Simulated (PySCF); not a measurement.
**ClH₂MgS+, an ion with solvent molecules: interaction energy**

Aim: the interaction energy of `[Mg+][Cl]` with `S`.

Computed with PySCF 2.14.0; each step states its level. No surroundings beyond the atoms listed, unless a continuum is named. Atoms count from 0, parts from 1.

## 1. The system as given

5 atoms, charge 1, multiplicity 1; geometry: GFN2-xTB. Parts: 1 = atoms 0–1, `[Mg+][Cl]`, charge 1; 2 = atoms 2–4, `S`, charge 0.

## 2. Geometry optimisation at PBE0-D3(BJ)/def2-SVPD

Job settings and geometry (Å):

```
{"job": {"xc": "PBE0", "basis": "def2-SVPD", "d3": "d3bj", "grid": 2, "kind": "geom", "shake": 0.01}, "charge": 1, "multiplicity": 1, "parts": [{"atoms": "0-1", "charge": 1, "multiplicity": 1}, {"atoms": "2-4", "charge": 0, "multiplicity": 1}]}
Mg    -0.093015    -0.523003    -0.729026
Cl    -0.202396     0.523679     1.077702
S      0.548122    -0.388624    -3.272235
H     -0.526852    -0.857807    -3.821199
H      1.193956    -1.574584    -3.388209
```

The run is started by

```console
$ OMP_NUM_THREADS=1 python cluster_run.py task.json out
```

This one command runs all jobs of the session in turn.

**Question.** The jobs that follow are: CCSD(T)/aug-cc-pVDZ and MP2/aug-cc-pVTZ counterpoise interaction energy, frozen core, gas phase. Predict: rotational constants (main isotopes); interaction energy, CCSD(T) limit estimate; MP2/aug-cc-pVTZ; T1 diagnostic.

The runs gave:

| quantity | value |
| --- | --- |
| rotational constants (main isotopes) | 139.75, 1.33, 1.32 GHz |
| interaction energy, CCSD(T) limit estimate | -41.25 kcal/mol |
| MP2/aug-cc-pVTZ | -41.32 kcal/mol |
| T1 diagnostic | 0.0091 |

In words: The optimisation took 9 steps and gained 0.194 eV; among the close pairs (by a distance rule), Mg0–S2 changed most, from 2.626 to 2.522 Å. No frequency check was run at this level, so the end point may be a saddle. The interaction energy leaves out the deformation of the parts, 0.46 kcal/mol (MP2); added to the CCSD(T) estimate it gives a binding of about -40.79 kcal/mol. The estimate adds CCSD(T) less MP2 in the small basis (+0.34 kcal/mol) to extrapolated MP2. Hartree-Fock gives -41.73 against -41.25 kcal/mol, so correlation weakens the interaction of the frozen parts.
